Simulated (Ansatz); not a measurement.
Rhombohedral A7 Bi, treated with revPBE (Ansatz, a first-principles code, PAW).

Run with plane-wave cutoff 520 eV, 16×16×16 k mesh, Fermi–Dirac smearing 0.05 eV, scalar-relativistic PAW data made under PBE.

Computed at the level's own relaxed cell.

Question: Estimate the volume per atom, bulk modulus B0, lattice constant a and lattice parameter c that the calculation returns.

Answer: 
* **volume per atom**: 38.41 Å³/atom
* **bulk modulus B0**: 18.3 GPa
* **lattice constant a**: 4.595 Å
* **lattice parameter c**: 12.602 Å

The run finds no gap.

Measured, for comparison: bulk modulus 32.1 GPa (copied from a table, unchecked, extrapolated to 0 K and zero-point effects removed; as tabulated in Lejaeghere et al. (2013), arXiv:1204.2733); lattice constant a 4.533 Å, lattice parameter c 11.796 Å (low temperature, zero-point motion not removed, hexagonal setting; as tabulated in Arnaud et al. (2016), arXiv:1602.08959). Computed (rounded) less measured: bulk modulus not scored (unchecked), lattice constant a +1.4 %, lattice parameter c +6.8 %.

Note: for a layered or molecular solid the relaxed cell lies over 5 % above the published volume, where the minimum can be shallow; the cell comes from a level without a dispersion term, which matters for the spacing of layers, chains or molecules; the bulk modulus comes from volumes at which shape and atoms were relaxed.

Spin–orbit coupling is not included; it can shift volumes and moduli of such heavy elements.

Static lattice: no zero-point or thermal effects.

The result took very roughly 14 core-minutes.
